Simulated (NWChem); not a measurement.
Species: chloromethane (CH$_{3}$Cl); SMILES ClC

All runs: NWChem. Geometry: optimised at PBE0/def2-SVP.

Estimate the computed values for PBE/def2-TZVPD. Quantities: highest occupied level (eV); orbital gap (eV); dipole (D).


```yaml
highest occupied level (eV): -7.08
orbital gap (eV): 6.37
dipole (D): 1.84
```
